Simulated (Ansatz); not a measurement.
Geometry optimisation, Ansatz 0.2.0, RKS PBE/6-31G*.

The input (input.yaml):

```yaml
crystal:
  periodic: [false, false, false]
  atoms:
    - { symbol: B, position_ang: [0.0, 0.0, 0.0] }
    - { symbol: H, position_ang: [0.5157, 0.0, 1.2908] }
    - { symbol: Cl, position_ang: [2.0511, 0.0, 0.1912] }
    - { symbol: H, position_ang: [-1.0305, 0.0, -0.595] }
basis:
  gaussian: { orbitals: "6-31G*" }
hamiltonian:
  xc: pbe
relax:
  f_tol: 0.15
  max_steps: 25
  restrain:
    - { distance: [1, 2], at: 1.37, k: 30.0 }
    - { distance: [0, 1], at: 2.39, k: 30.0 }
    - { distance: [0, 2], at: 3.06, k: 30.0 }
output:
  orbitals: {}
```

Launched with:

```bash
$ ansatz run input.yaml --threads 1 --pin off --max-ram 2048MiB --backend cpu --events-out ev --progress --plain --runs-dir out
```

Where does it end, and by what steps?

It converged. The restraints hold the end off the free minimum. After 8 steps the energy has risen by 1.890 eV (the restraints' own energy left out); B1 moved furthest, 0.88 Å. Parted: B1–Cl3 (2.06 → 3.06 Å). Joined: H2–Cl3 (1.89 → 1.35 Å).

```json
{"step": "0", "energy less start (eV)": "0.0000", "largest force component (eV/Å)": "5.352", "accepted": "yes"}
{"step": "1", "energy less start (eV)": "2.4809", "largest force component (eV/Å)": "8.702", "accepted": "yes"}
{"step": "2", "energy less start (eV)": "4.2974", "largest force component (eV/Å)": "9.771", "accepted": "yes"}
{"step": "3", "energy less start (eV)": "3.3494", "largest force component (eV/Å)": "6.403", "accepted": "yes"}
{"step": "4", "energy less start (eV)": "2.1679", "largest force component (eV/Å)": "2.351", "accepted": "yes"}
{"step": "5", "energy less start (eV)": "1.9529", "largest force component (eV/Å)": "0.925", "accepted": "yes"}
{"step": "6", "energy less start (eV)": "1.8964", "largest force component (eV/Å)": "0.679", "accepted": "yes"}
{"step": "7", "energy less start (eV)": "1.8986", "largest force component (eV/Å)": "0.666", "accepted": "yes"}
{"step": "8", "energy less start (eV)": "1.8899", "largest force component (eV/Å)": "0.649", "accepted": "yes"}
```

```xyz
4
Properties=species:S:1:pos:R:3
B -0.859 0.000 0.170
H 1.207 0.000 1.352
Cl 2.191 0.000 0.434
H -1.003 0.000 -1.070
```

The run took 6 s on 1 thread of Arm Neoverse V2, on a shared host, peak memory 0.089 GiB.
